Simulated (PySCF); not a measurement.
The same gas-phase reaction for F, Cl, Br, I:
- 2 F₂ + 2 SiN → 2 SiF₂ + N₂
- 2 Cl₂ + 2 SiN → 2 SiCl₂ + N₂
- 2 Br₂ + 2 SiN → 2 SiBr₂ + N₂
- 2 I₂ + 2 SiN → 2 SiI₂ + N₂

Method: PySCF energies (xtb for GFN2) plus ideal-gas RRHO corrections (1 bar). † marks an energy on the PBE0/def2-TZVP geometry and frequencies; other levels use their own. Open shells (unrestricted): SiN (multiplicity 2); the rest are closed-shell singlets. GFN2 has no spin-polarisation term. B3LYP is the form with VWN-RPA correlation. I: scalar-relativistic def2 core potential, no spin-orbit coupling. Br: all electrons, no relativistic terms.

ΔH°(298 K) in kJ, by level:

```json
[
 {"level": "ωB97M-V/def2-TZVP†", "F": "(withheld)", "Cl": "-1336.3", "Br": "-1165.7", "I": "-945.5"},
 {"level": "PBE0/def2-TZVP", "F": "(withheld)", "Cl": "-1300.6", "Br": "-1141.0", "I": "-938.5"},
 {"level": "M06-2X/def2-TZVP†", "F": "(withheld)", "Cl": "-1328.8", "Br": "-1166.9", "I": "-958.1"},
 {"level": "PBE/def2-TZVP†", "F": "-2088.5", "Cl": "-1241.7", "Br": "-1088.4", "I": "-898.9"},
 {"level": "B3LYP/def2-TZVP†", "F": "(withheld)", "Cl": "-1264.5", "Br": "-1094.3", "I": "-885.6"},
 {"level": "LDA/def2-TZVP†", "F": "(withheld)", "Cl": "-1286.8", "Br": "-1138.7", "I": "-946.0"},
 {"level": "GFN2-xTB", "F": "(withheld)", "Cl": "-754.3", "Br": "-606.0", "I": "-504.0"},
 {"level": "PBE0/def2-SVP†", "F": "(withheld)", "Cl": "-1349.1", "Br": "-1169.6", "I": "-970.1"}
]
```

Q: Complete the blanks.

A: 
- ωB97M-V/def2-TZVP†, F: -2248.6
- PBE0/def2-TZVP, F: -2185.7
- M06-2X/def2-TZVP†, F: -2273.9
- B3LYP/def2-TZVP†, F: -2179.1
- LDA/def2-TZVP†, F: -2181.0
- GFN2-xTB, F: -1557.9
- PBE0/def2-SVP†, F: -2134.5
